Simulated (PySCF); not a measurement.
## Shifts of the heteroatoms

Geometry:
```csv
atom,x (Å),y (Å),z (Å)
C1,1.418,0.372,-0.433
C2,0.498,-0.435,0.459
S3,-1.168,0.165,0.466
O4,-1.152,1.566,0.713
O5,-1.979,-0.721,1.242
O6,-1.594,-0.025,-1.064
H7,1.100,0.320,-1.475
H8,1.431,1.418,-0.127
H9,2.433,-0.023,-0.364
H10,0.441,-1.488,0.176
H11,0.794,-0.385,1.510
H12,-2.181,-0.791,-1.112
```

Computational details: shieldings: GIAO B97-2/pcSseg-2, PBE0-D3(BJ)/def2-TZVP structure, in PySCF 2.14 (relativity neglected, equivalent nuclei averaged, in vacuum, one conformer).

Q: What are the 17O shifts?

A: 
| atoms | environment | σ (ppm) | δ (ppm) |
| --- | --- | --- | --- |
| O4/O5 | S=O oxygen | 111.6 | 168.3 |
| O6 | oxygen bonded to S, H | 140.8 | 140.7 |

Shieldings were converted by a linear fit to measured shifts: 17O (scatter 12.2 ppm rms vs liquid water, solution or neat liquid). A few per cent of atoms miss by over 2 rms, more outside the fitted compound classes.

On a 600 MHz spectrometer 17O resonates near 81.3 MHz, so 1 ppm is 81.3 Hz.
